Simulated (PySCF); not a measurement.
Work out the structure from these simulated measurements.

Elements present: C, H and N. Monoisotopic mass: 83.0735 u.

- NMR, other nuclei: isotropic shieldings of nuclei other than C and H, by class: -22 (1 N) ppm [GIAO B97-2/pcSseg-2]
- 13C NMR: chemical shifts (computed TMS as zero) by class: 131.1 (1 C), 31.0 (3 C), 30.8 (1 C) ppm [GIAO B97-2/pcSseg-2]
- Rotational structure: rotational constants A, B, C: 4.560, 2.783, 2.782 GHz [PBE0-D3(BJ)/def2-TZVP]
- 1H NMR: chemical shifts (computed TMS as zero) by class: 1.27 (9 H) ppm [GIAO B97-2/pcSseg-2]
- Dipole: 4.16 D [B97-2/pcSseg-2]

Gas-phase values; electronic properties from PySCF, density fitting. Levels stand in brackets. Isolated species at its PBE0-D3(BJ)/def2-TZVP geometry, gas phase. NMR values are class means; diastereotopic atoms form classes of their own.

Question: Which formula fits the mass and the elements?

Answer: C5H9N (calculated 83.0735). No other formula that holds each of these elements comes within 0.0003 u with a fitting electron parity and a possible valence count.

Question: What is the compound? Reason from the data.

Answer: Numbering: `[CH3:1][C:2]([CH3:3])([CH3:4])[C:5]#[N:6]`. Its formula, C5H9N, gives 2 degrees of unsaturation: 0 rings and 2 π bonds in the structure found. 5 carbons fall into 3 classes; from least to most shielded: nitrile carbon [C5] (131.1 ppm), methyl carbon [C1/C3/C4] (31.0 ppm, 3 C), sp3 carbon next to a nitrile [C2] (30.8 ppm). All hydrogens form one class (1.27 ppm): methyl hydrogen. The other shieldings belong to: -22 ppm, nitrile nitrogen [N6]. The optimised geometry has point group C3v and is a prolate symmetric top (the spread among constants that symmetry makes equal is optimisation noise). Structure: `CC(C)(C)C#N`. Computed isomers that give other values at the same levels: `CCCCC#N` (13C chemical shifts (computed TMS as zero) by class: 125.2 (1 C), 33.0 (1 C), 26.9 (1 C), 20.3 (1 C), 17.0 (1 C) ppm). The assignments are read from this structure; whether some other isomer fits the data as well wasn't checked.
